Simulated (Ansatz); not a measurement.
A made-up structure of NaSiH2 (charge +1), singlet:

```
4
angstrom
Na -2.8014 1.1875 -0.2197
Si 0.2711 -0.1149 0.0213
H 0.9124 -1.5085 -0.6586
H 1.6178 0.4360 0.8570
```

It is relaxed with PBE-D4/def2-SVP and then PBE0-D4/def2-TZVP (Ansatz 0.2.0). Atoms count as bonded within 1.22 times the sum of their covalent radii (H–H: 0.88 Å). The end point is not checked to be a true minimum.

(1) Does its bonding change? (A judgement: the text doesn't fix the answer.)

## Answers

(1) The calculation gives: No: no bond forms or breaks.

Where it ends: The first stage lowers the energy by 0.34 eV in 8 steps. It ends as NaSiH₂ ([Na][SiH2]), total charge +1:
```csv
atom,x (Å),y (Å),z (Å)
Na1,-2.5011,1.0601,-0.1962
Si2,0.2421,-0.1026,0.0190
H3,0.8146,-1.3469,-0.5881
H4,1.4444,0.3894,0.7652
```

Labels in which every atom is bracketed show which atoms are joined, not bond orders.

For scale, one of the runs: PBE0-D4/def2-TZVP relaxation, 81 basis functions, launched by `ansatz run in.yaml --threads 2 --pin off --events-out ev --progress --plain --max-ram 4352MiB`. Hardware: 2 CPU threads of an Arm Neoverse V2, shared host. Wall time about 5 s.
